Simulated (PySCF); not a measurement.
Start geometry of `O=c1cc1F` from GFN2-xTB (Å):
```
atom  x, y, z in Å
O1    -1.506   -1.312    0.533
C2    -0.655   -0.546    0.229
C3    -0.168    0.787   -0.045
C4     0.691   -0.241   -0.148
F5     1.943   -0.529   -0.435
H6    -0.301    1.844   -0.129
```

**Question.** What comes out of this run: PySCF 2.14.0, PBE0-D3(BJ)/def2-TZVP geometry optimisation, gas phase?

**Answer.** 
```
atom  x, y, z in Å
O1    -1.433   -1.294    0.746
C2    -0.602   -0.559    0.313
C3    -0.096    0.783    0.090
C4     0.616   -0.247   -0.353
F5     1.718   -0.537   -0.984
H6    -0.198    1.855    0.193
```

The energy falls by 2.5 kJ/mol over 6 energy and gradient evaluations, the largest force component goes from 0.0184 to 3.5e-04 Eh/bohr, and the atoms move by 0.017 Å rms after alignment. The bond that changes most is C3–C4 (unsaturated ring CH carbon to unsaturated ring carbon), which shortens by 0.016 Å. Bonds longer at the end by more than 0.005 Å: 3 of 6; shorter: 3. Among the angles that change most is O1–C2–C4, from 151.8° to 154.5°. Rotational constants go from 15313, 3891, 3103 to 15705, 3889, 3117 MHz. The orientation of the end geometry is arbitrary; only internal coordinates are fixed.

The run used 161 basis functions and 46 SCF cycles in all. On one thread, Arm Neoverse V1 (aarch64), shared host with 32 logical CPUs at a one-minute load of 16, this took 29 s wall and 0.61 GiB of memory at its peak.

PBE0-D3(BJ)/def2-TZVP frequencies: not computed here.
